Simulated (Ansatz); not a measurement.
2H MoS₂ was calculated with PBEsol (plane waves, PAW; Ansatz, a program for electronic structure).

Settings: plane-wave cutoff 560 eV, 12×12×4 k mesh (along the axes of the cell as run), Fermi–Dirac smearing 0.01 eV, no spin polarisation, scalar-relativistic PAW data made under PBE.

Starting structure:

```
CELL_PARAMETERS angstrom
      3.16000     0.00000     0.00000
     -1.58000     2.73664     0.00000
      0.00000     0.00000    12.30000
ATOMIC_POSITIONS crystal
  Mo 0.66667 0.33333 0.75000
  Mo 0.33333 0.66667 0.25000
  S  0.66667 0.33333 0.37900
  S  0.33333 0.66667 0.87900
  S  0.33333 0.66667 0.62100
  S  0.66667 0.33333 0.12100
```

Q: Into what structure does the relaxation of cell and atoms lead at this level, with the symmetry of the start kept?

A: The volume rises by 1.1 %; final space group P6_3/mmc.
```
CELL_PARAMETERS angstrom
      3.14134     0.00000     0.00000
     -1.57067     2.72048     0.00000
      0.00000     0.00000    12.57972
ATOMIC_POSITIONS crystal
  Mo 0.66667 0.33333 0.75000
  Mo 0.33333 0.66667 0.25000
  S  0.66667 0.33333 0.37393
  S  0.33333 0.66667 0.87393
  S  0.33333 0.66667 0.62607
  S  0.66667 0.33333 0.12607
```

Note: the cell comes from a level without a dispersion term, which matters for the spacing of layers, chains or molecules; the cell has widely spaced layers and the level no dispersion term, so their spacing and the moduli can rest on weak binding.
